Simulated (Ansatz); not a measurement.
Predict the output of the script below (Ansatz's Python interface).

`ch3nsi.xyz`
```text
6

C    -0.41180   -0.98130   -0.11860
N     0.73760   -0.89620    0.25690
Si   -0.02500    0.74200   -0.02810
H    -1.09510   -1.72830   -0.34660
H     0.80800    1.36300   -1.11350
H     0.02840    1.43670    1.30360
```

`ch3nsi_composite.py`:
```python
"""Relax CH3NSi cheaply, then refine its energy."""

import itertools

import ansatz as az
from ase.data import atomic_numbers, covalent_radii
import numpy as np

params = {
    "basis_set": "def2-SVP",
    "functional": "pbe0",
    "dispersion": "d4",
}

molecule = az.Crystal.molecule_from_extxyz("ch3nsi.xyz")

calc = (
    molecule.calculation()
    .basis(gaussian=params["basis_set"])
    .functional(params["functional"], dispersion=params["dispersion"])
)
symbols = [site.symbol for site in molecule.cartesian_sites]
start = np.array([site.position_ang for site in molecule.cartesian_sites], dtype=float)
report = calc.relax(force_tolerance=0.01).run().report
end = np.array(report["positions_ang"])
# pairs closer than 1.2 times the sum of covalent radii, before or after
radius = [covalent_radii[atomic_numbers[s]] for s in symbols]
span = lambda where, i, j: np.linalg.norm(where[i] - where[j])
bonded = [(i, j) for i, j in itertools.combinations(range(len(symbols)), 2) if min(span(start, i, j), span(end, i, j)) < 1.2 * (radius[i] + radius[j])]
print("pair        before    after (A)")
for i, j in bonded:
    print(f"{symbols[i]}{i}-{symbols[j]}{j}".ljust(10), f"{span(start, i, j):8.4f} {span(end, i, j):8.4f}")

minimum = az.Crystal.molecule()
for symbol, place in zip(symbols, end):
    minimum = minimum.atom(symbol, place.tolist())
at_minimum = minimum.calculation()
# MP2 extrapolated to the basis limit, plus the small-basis difference CCSD(T) - MP2
level = lambda method, basis: at_minimum.basis(gaussian=basis).correlation(method).run().report
small, large, cluster = level("mp2", "cc-pVDZ"), level("mp2", "cc-pVTZ"), level("ccsd_t", "cc-pVDZ")
corr = lambda each: (each["free_energy_ev"] - each["reference_energy_ev"]) / 27.211386246
mp2_limit = (27 * corr(large) - 8 * corr(small)) / 19
pieces = {"HF / cc-pVTZ": large["reference_energy_ev"] / 27.211386246, "MP2 correlation, DZ-TZ limit": mp2_limit, "CCSD(T) - MP2 / cc-pVDZ": corr(cluster) - corr(small)}
for name, value in pieces.items():
    print(f"{name:32s} {value:14.6f} Ha")
print(f"{'sum':32s} {sum(pieces.values()):14.6f} Ha")
print("T1 diagnostic", round(cluster["correlation"]["coupled_cluster"]["t1_diagnostic"], 4))
```

```console
$ python ch3nsi_composite.py
pair        before    after (A)
C0-N1        1.2122   1.2734
C0-Si2       1.7685   1.7927
C0-H3        1.0377   1.1018
N1-Si2       1.8293   1.8216
Si2-H4       1.5025   1.4818
Si2-H5       1.5030   1.4818
HF / cc-pVTZ                        -382.970693 Ha
MP2 correlation, DZ-TZ limit          -0.509392 Ha
CCSD(T) - MP2 / cc-pVDZ               -0.045259 Ha
sum                                 -383.525345 Ha
T1 diagnostic 0.0174
```

Notes:
- Total energies depend on the basis set; only differences at equal settings carry meaning.
- The sum leaves out core correlation, relativity, the Hartree-Fock basis error and zero-point energy; a DZ-TZ extrapolation is rough.
- Inner cores stay frozen, so this is valence correlation.
- For Al to Cl the sets with a tight d function, cc-pV(X+d)Z, are usual.
- An extrapolation from small basis sets is rough.
- Finished in 17 s on 1 thread of Arm Neoverse V1, with other jobs on the host, peak memory 0.27 GiB.

(A comment or docstring line of the script was reworded after the run, the code is as it ran; lines on the test bed's own set-up are left out of the output.)
